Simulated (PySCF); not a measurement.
Al(Cl)3 cation (AlCl3), SMILES [Cl][Al]([Cl])[Cl] (connectivity only; charge and spin as stated), charge +1, multiplicity 2.

Coordinates come from a PBE0-D3(BJ)/def2-SVP optimisation. A frequency run showed that this geometry is not a minimum. The spin state was assumed, not searched. The isomer is the one that the SMILES or the coordinates give; other isomers of the formula were not compared.

All values below come from ωB97X/def2-TZVPD run with PySCF.

Task: Estimate the frontier levels, dipole moment and polarisability. (Estimate from the structure and the level; the computed values follow.)

Result: 
* **α spin, highest occupied and lowest empty level**: -17.62 and -4.83 eV
* **β spin, highest occupied and lowest empty level**: -17.17 and -11.92 eV
* **dipole moment about the centre of nuclear charge**: 0.498 e·Å
* **mean static polarisability**: 115.5 bohr³ (17.11 Å³)
* **polarisability, principal values**: 43.2, 142.6, 160.6 bohr³
* **⟨S²⟩**: 0.758 (pure state 0.75)
